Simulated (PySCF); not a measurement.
Species: C₃H₃F.
Structure used (GFN2-xTB), in Å, numbered top down from 1:
```
atom  x, y, z in Å
C1     1.7060    0.1634    0.0295
C2     0.5223   -0.0087    0.0099
C3    -0.9192   -0.1531   -0.0176
F4    -1.5406    1.0724   -0.1111
H5     2.7468    0.2929    0.0475
H6    -1.2333   -0.7380   -0.8913
H7    -1.2787   -0.6241    0.9060
```

The closed-shell ground state was solved at several levels (PySCF, density fitting, gas phase, non-relativistic).

```tsv
level	basis functions	HOMO (eV)	LUMO (eV)	gap (eV)	dipole (D)
PBE0/pcSseg-1	83	-8.23	0.21	8.44	1.78
B3LYP/pcJ-1	138	-7.99	-0.03	7.96	1.79
B3LYP/def2-SVPD	107	-8.05	-0.30	7.75	1.77
```

Task: What might PBE0/def2-SVPD (107 basis functions) give for the same quantities?

Result: HOMO -8.28 eV, LUMO -0.03 eV, gap 8.25 eV, dipole 1.75 D.

Task: Over all these levels, which gives the widest orbital gap and which the narrowest?

Result: PBE0/pcSseg-1 (global hybrid, 25 % exact exchange) has the widest, 8.44 eV, and B3LYP/def2-SVPD (global hybrid, 20 % exact exchange) the narrowest, 7.75 eV. Functional and basis both differ between the two, so the spread mixes both effects.

Task: How far do the dipole and the HOMO energy spread over the levels?

Result: The dipole runs from 1.75 to 1.79 D (mean 1.77 D) and the HOMO from -8.28 to -7.99 eV.
